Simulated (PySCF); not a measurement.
**Vertical excitation energies**

Compound: monochlorosilylene, ClHSi (singlet state).
SMILES with atom numbers: `[SiH:1][Cl:2]` (hydrogens: H3 on Si1)

Structure used (GFN2-xTB), in Å, numbered top down from 1:
```xyz
3
ClHSi angstrom
Si    -0.3080    0.7302   -0.0025
Cl     1.5003   -0.2637   -0.0112
H     -1.1808   -0.4690    0.0011
```

The calculation used TDDFT B3LYP/def2-SVPD, vertical, gas phase, core orbitals frozen in the response in PySCF.

```tsv
state	E (eV)	E (kJ/mol)	λ (nm)	f	|μ| (D)	symmetry	main configurations (H = HOMO, L = LUMO)
S1	2.64	255	469.4	0.014	1.17	A″	H→L (99%)
S2	5.19	501	238.8	0.0087	0.66	A″	H-1→L (99%)
S3	5.49	530	225.9	0.047	1.50	A′	H→L+1 (89%), H-2→L (9%)
S4	6.04	583	205.3	0.107	2.16	A′	H-2→L (86%)
S5	6.30	608	196.8	0.0039	0.40	A″	H-3→L (99%)
S6	6.36	613	195.0	0.094	1.98	A′	H→L+2 (98%)
S7	7.53	727	164.6	0.101	1.88	A′	H→L+3 (86%)
S8	7.92	765	156.5	0.028	0.97	A′	H→L+4 (94%)
```

Triplets, Tamm–Dancoff:

```
state  E (eV)  λ (nm)  main configurations (H = HOMO, L = LUMO)
   T1    1.48   839.1                                 H→L (98%)
   T2    4.51   274.9                               H→L+1 (95%)
   T3    4.77   260.0                               H-1→L (96%)
```

The lowest singlet comes at 469 nm (255 kJ/mol) in the visible; it is weak; its leading configuration is HOMO→LUMO (99%). The strongest level in the table is S4 at 6.04 eV (205 nm, f = 0.107). Löwdin shares by element: HOMO silicon 62%, chlorine 22%, hydrogen 17%; LUMO silicon 72%, chlorine 19%, hydrogen 10%. Of the 8 states listed, 6 reach f = 0.01 and none stays under 0.0005. The oscillator strengths of these states sum to 0.403; summed over the whole spectrum of an exact calculation they would give the number of electrons, 32 (Thomas–Reiche–Kuhn). The listed states span 5.28 eV, and the widest gap between neighbours is 2.55 eV (S1 to S2). S1 lies in the visible range (380 to 750 nm), at 469 nm, f = 0.014; light of that wavelength is blue, and its complementary colour is yellow. Symmetry labels in Cs follow from the direction of the transition dipole and are given only for states with f of 0.002 or more. The window holds the lowest 8 singlets.
